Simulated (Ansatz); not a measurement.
Compare A (`O=CCC1CO1`) with its isomer B (`CC(=O)/C=C\O`).

Computed with Ansatz on PBE0-D4/def2-TZVP structures; ΔE is electronic, products minus reactants. CBS: MP2 limit from def2 TZ/QZ plus the TZ coupled-cluster correction, frozen cores. DFT in def2-TZVPP. B3LYP here is the variant with VWN-RPA as its local correlation; programs differ in this. One conformer a species, not always the lowest.

**Question.** Which isomer does CCSD(T)/CBS put lower? Give the gap. (Estimate.)

**Answer.** Computed: B, by 140.2 kJ/mol.

**Question.** Give E(B) − E(A) in kJ/mol with CCSD/def2-TZVPP, CCSD(T)/def2-SVP, B3LYP-D4, r2SCAN-D4, LDA (SPW92), PBE0-D4, B3LYP. (An estimate is asked.)

**Answer.** The calculation gave: CCSD/def2-TZVPP -129.3, CCSD(T)/def2-SVP -136.7, B3LYP-D4 -157.2, r2SCAN-D4 -158.4, LDA (SPW92) -174.8, PBE0-D4 -145.9, B3LYP -155.1. None reverses the order clearly.

**Question.** Does the order hold for the free energy at 298.15 K (harmonic terms from PBE0-D4)? (An estimate is asked.)

**Answer.** Computed: Yes: G(B) − G(A) = -140.7 kJ/mol, for one conformer each. Modes under 60 cm⁻¹, often nearly free rotors, make the harmonic entropy too high.

Largest T1 diagnostic: 0.017.

At CCSD(T), def2-SVP lies +3.5 kJ/mol from the extrapolated value and def2-TZVPP +3.2 kJ/mol. From BLYP to BHLYP (50 % exact exchange), in def2-TZVPP and without D4, E(B) − E(A) moves by +15.7 kJ/mol.
